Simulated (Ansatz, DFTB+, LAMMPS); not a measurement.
## How well does each level of theory give the TA phonon frequency at X of diamond-structure Si?

Reference value: 150 cm⁻¹ (measured, temperature not stated, no zero-point or thermal correction; as tabulated in Giannozzi et al., Phys. Rev. B (1991)).

| level (code) | value (cm⁻¹) | cell (Å³/atom) |
|---|---|---|
| spline MEAM Si_1.meam.spline (LAMMPS) | 232 | 20.02 |
| DFTB cp2k-nonscc (DFTB+) | 196 | 19.81 |
| SNAP Si_Zuo_JPCA2020.snap (LAMMPS) | 194 | 20.50 |
| LDA (Ansatz) | ? | 19.70 |
| PBE (Ansatz) | 146 | 20.46 |
| r²SCAN (Ansatz) | 157 | 20.17 |
| B3LYP (VWN-RPA form) (Ansatz) | ? | 20.64 |
| PBE0 (Ansatz) | 157 | 20.08 |
| Hartree–Fock (Ansatz) | ? | 20.86 |

Task: Fill in the missing entries.

Result: 
- LDA (Ansatz, a program for electronic structure), value (cm⁻¹): 136
- B3LYP (VWN-RPA form) (Ansatz), value (cm⁻¹): 174
- Hartree–Fock (Ansatz), value (cm⁻¹): 203

Differences against the reference: spline MEAM Si_1.meam.spline +55 %, DFTB cp2k-nonscc +31 %, SNAP Si_Zuo_JPCA2020.snap +29 %, LDA -9.3 %, PBE -2.7 %, r²SCAN +4.7 %, B3LYP (VWN-RPA form) +16.0 %, PBE0 +4.7 %, Hartree–Fock +35 %.

Once the reference is moved by up to 3.0 % (a margin picked here for doubts on the reference and the settings, and for temperature and zero-point motion) and values within 1.0 % count as equal, the nearest can be PBE (-2.7 %), r²SCAN (+4.7 %) or PBE0 (+4.7 %). Farthest off among them: spline MEAM Si_1.meam.spline (+55 %).

The reference isn't brought to a static lattice, while the calculations are for one, so the differences are not the levels' errors alone.  DFTB cp2k-nonscc: this tight-binding set is not self-consistent in the charges. Each level is taken at its own relaxed cell. Cutoffs and k meshes differ between the levels. Ansatz's density-functional and Hartree–Fock values are scalar-relativistic unless marked +SOC, with PAW data made under PBE.

Empirical potentials (spline MEAM Si_1.meam.spline) are fitted to chosen data: where that held the value shown, agreement is built in, and what lay outside the fit can be far off. Machine-learned potentials (SNAP Si_Zuo_JPCA2020.snap) are trained on DFT data: a solid inside that data is no test of them.

Differences are worked out from the printed values.
